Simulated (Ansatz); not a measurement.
Cost and result for the atomization energy of `O[SiH]` (4 atoms, 3 bonds).

Z-matrix (Å, degrees):
```
O
Si 1 1.657
H 1 0.961 2 114.2
H 2 1.532 1 94.4 3 180.0
```

Charge 0, multiplicity 1. The geometry is a stationary point of PBE0-D4/def2-TZVP. Program: Ansatz. All runs use 4 threads of an Arm Neoverse V2 on a shared host. Times are those of one run each, without the atoms' runs, and a repeat can differ threefold. Electronic energies, without spin–orbit coupling; frozen cores. CCSD(T)/CBS extrapolates def2-TZVPP and def2-QZVPP, and its time is that of the two runs behind it. T1 = 0.016; the RHF reference is unstable towards UHF. HSE06 is the plane-wave form, built on full-range PBE exchange.

CCSD(T)/CBS is a level of theory with its own doubt, some kJ/mol a heavy atom from the limit and from the frozen cores, so smaller differences don't rank the functionals.

| level | functions | wall time |
| --- | --- | --- |
| CCSD(T)/def2-SVP | 42 | 0.2 s |
| revPBE-D4/def2-TZVPP | 101 | 0.3 s |
| BHLYP-D4/def2-TZVPP | 101 | 0.35 s |
| HSE06-D4/def2-TZVPP | 101 | 0.4 s |
| B2PLYP/def2-TZVPP | 101 | 0.55 s |
| PBE-QIDH/def2-TZVPP | 101 | 0.65 s |
| r2SCANh-D4/def2-TZVPP | 101 | 0.75 s |
| r2SCAN-D4/def2-TZVPP (with forces) | 101 | 0.8 s |
| ωB97X-V/def2-TZVPP | 101 | 0.95 s |
| CCSD(T)/def2-TZVPP | 101 | 1 s |
| B97M-V/def2-TZVPP | 101 | 1.1 s |
| CCSD(T)/def2-QZVPP | 187 | 8.5 s |
| CCSD(T)/CBS(def2) | – | 9.5 s |

(1) What atomization energy does each give, and how far from CCSD(T)/CBS? (Best estimate.)

Answers

(1) Computed: 
```tsv
level	atomization (kcal/mol)	difference from CCSD(T)/CBS	per bond
CCSD(T)/def2-SVP	277.3	-28.4	-9.5
revPBE-D4/def2-TZVPP	297.9	-7.8	-2.6
BHLYP-D4/def2-TZVPP	290.4	-15.3	-5.1
HSE06-D4/def2-TZVPP	297.1	-8.6	-2.9
B2PLYP/def2-TZVPP	300.6	-5.1	-1.7
PBE-QIDH/def2-TZVPP	295.4	-10.3	-3.5
r2SCANh-D4/def2-TZVPP	297.6	-8.1	-2.7
r2SCAN-D4/def2-TZVPP (with forces)	300.9	-4.8	-1.6
ωB97X-V/def2-TZVPP	304.6	-1.1	-0.4
CCSD(T)/def2-TZVPP	295.8	-9.9	-3.3
B97M-V/def2-TZVPP	305.0	-0.7	-0.2
CCSD(T)/def2-QZVPP	301.8	-3.9	-1.3
CCSD(T)/CBS(def2)	305.7	0.0	0.0
```

From r2SCAN to r2SCAN0 (25 % exact exchange), in def2-TZVPP and without D4, the atomization energy moves by −8.0 kcal/mol: exact exchange takes away binding that semilocal exchange gives to molecules. Leaving LDA and LC-ωPBE aside and taking each functional with its dispersion term where it has one, the values, not all of them listed here, spread over 16.5 kcal/mol, from BHLYP-D4 to ωB97M-V. LDA lies +43.5 kcal/mol from PBE without D4, its usual overbinding. At CCSD(T), def2-SVP lies −28.4 kcal/mol from the extrapolated value and def2-TZVPP −9.9 kcal/mol: correlation converges slowly with the basis, and small sets miss more of it in the bonded molecule than in its fragments.
